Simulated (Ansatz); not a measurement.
Total energies of H2Al(BH4) (AlBH6) from Ansatz at PBE-D4/def2-TZVP, gas phase (1 Eh = 27.2114 eV = 2625.5 kJ/mol). The reference geometry is relaxed at PBE0-D4/def2-TZVP.

| atom | x (Å) | y (Å) | z (Å) |
| --- | --- | --- | --- |
| Al1 | 0.629 | -0.858 | -0.403 |
| H2 | -0.571 | 0.344 | -0.843 |
| B3 | -0.567 | 0.774 | 0.364 |
| H4 | 0.283 | 0.088 | 1.033 |
| H5 | 2.040 | -0.488 | -0.995 |
| H6 | -0.011 | -2.294 | -0.308 |
| H7 | -1.646 | 0.538 | 0.822 |
| H8 | -0.157 | 1.896 | 0.330 |

```csv
state,geometry,energy (Eh)
charge 0 singlet,reference,-270.68321
charge 1 doublet,reference,-270.29136
free Al atom (doublet),–,-242.22759
free H atom (doublet),–,-0.49962
free B atom (doublet),–,-24.61008
```

Problem. Work out the vertical ionisation energy to the doublet.

Solution. E(charge 1 doublet) − E(charge 0 singlet) = -270.29136 − (-270.68321) = 0.39185 Eh = 10.66 eV. For comparison, −ε of the highest occupied level is 7.52 eV at this level, 3.14 eV less.

Problem. What is the binding energy per atom against free atoms?

Solution. Atoms: 1 × (-242.22759) + 6 × (-0.49962) + 1 × (-24.61008) = -269.83539 Eh. Binding: -269.83539 − (-270.68321) = 0.84782 Eh = 23.07 eV, or 2.88 eV for each of 8 atoms (no zero-point energy, no counterpoise term).
